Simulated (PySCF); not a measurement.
SMILES C1=CC1C(C)C, C$_{6}$H$_{10}$

Molfile (atoms numbered from 1):
```
C6H10
     RDKit          3D

 16 16  0  0  0  0  0  0  0  0999 V2000
   -0.6214    1.6300   -0.0490 C   0  0  0  0  0  0  0  0  0  0  0  0
   -0.4456    0.1171   -0.1282 C   0  0  0  0  0  0  0  0  0  0  0  0
   -1.5469   -0.6145    0.6320 C   0  0  0  0  0  0  0  0  0  0  0  0
    0.9267   -0.2918    0.3853 C   0  0  0  0  0  0  0  0  0  0  0  0
    2.1372   -0.3308   -0.4992 C   0  0  0  0  0  0  0  0  0  0  0  0
    1.6614   -1.4868   -0.1454 C   0  0  0  0  0  0  0  0  0  0  0  0
   -1.6041    1.9449   -0.4340 H   0  0  0  0  0  0  0  0  0  0  0  0
    0.1541    2.1539   -0.6291 H   0  0  0  0  0  0  0  0  0  0  0  0
   -0.5474    1.9781    0.9949 H   0  0  0  0  0  0  0  0  0  0  0  0
   -0.4971   -0.1839   -1.1903 H   0  0  0  0  0  0  0  0  0  0  0  0
   -1.5137   -0.3640    1.7056 H   0  0  0  0  0  0  0  0  0  0  0  0
   -1.4377   -1.7065    0.5427 H   0  0  0  0  0  0  0  0  0  0  0  0
   -2.5468   -0.3417    0.2594 H   0  0  0  0  0  0  0  0  0  0  0  0
    1.0673   -0.0241    1.4494 H   0  0  0  0  0  0  0  0  0  0  0  0
    2.8754    0.2513   -1.0449 H   0  0  0  0  0  0  0  0  0  0  0  0
    1.7128   -2.5719   -0.1808 H   0  0  0  0  0  0  0  0  0  0  0  0
  1  2  1  0
  2  3  1  0
  2  4  1  0
  4  5  1  0
  5  6  2  0
  6  4  1  0
  1  7  1  0
  1  8  1  0
  1  9  1  0
  2 10  1  0
  3 11  1  0
  3 12  1  0
  3 13  1  0
  4 14  1  0
  5 15  1  0
  6 16  1  0
M  END
```

Computed, not measured: PySCF, GIAO PBE0/pcSseg-1 magnetisability, rotational g tensor and spin-rotation constants, non-relativistic, gas phase. Geometry: PBE0-D3(BJ)/def2-SVP.

(1) How diamagnetic is it, and how anisotropic?

(2) Split it along the inertial axes a, b, c into diamagnetic and paramagnetic parts about the centre of mass, with the quadrupole moment.

(3) And the rotational g tensor?

Answers

(1) Isotropic -1075 × 10⁻³⁰ J/T², or -64.7 × 10⁻⁶ cm³/mol; principal values -1253, -1007, -965 × 10⁻³⁰ J/T², anisotropy 269 × 10⁻³⁰ J/T² (root of half the summed squared differences of the principal values). The susceptibility is in cgs units.

(2) 
```
axis  χ (10⁻⁶ cm³/mol)  diamagnetic (10⁻⁶ cm³/mol)  paramagnetic (10⁻⁶ cm³/mol)  summed x² of all electrons (Å²)  quadrupole Θ (D Å)
   a             -63.9                      -300.5                        236.6                            113.1               +0.39
   b             -58.1                      -555.1                        497.0                             53.1               +1.60
   c             -72.1                      -705.3                        633.1                             17.7               -1.99
```
Anisotropies 2χaa − χbb − χcc = +2.4 and 2χbb − χaa − χcc = +19.8 × 10⁻⁶ cm³/mol. Θ is traceless in Buckingham's convention.

(3) 
```csv
axis,rotational constant (GHz),g,nuclear part,electronic part
a,6.2372,-0.0122,0.6811,-0.6933
b,2.6555,-0.0133,0.6067,-0.6200
c,2.0331,+0.0052,0.6099,-0.6048
```
Asymmetric top; isotopes 12C, 1H; no vibrational averaging.
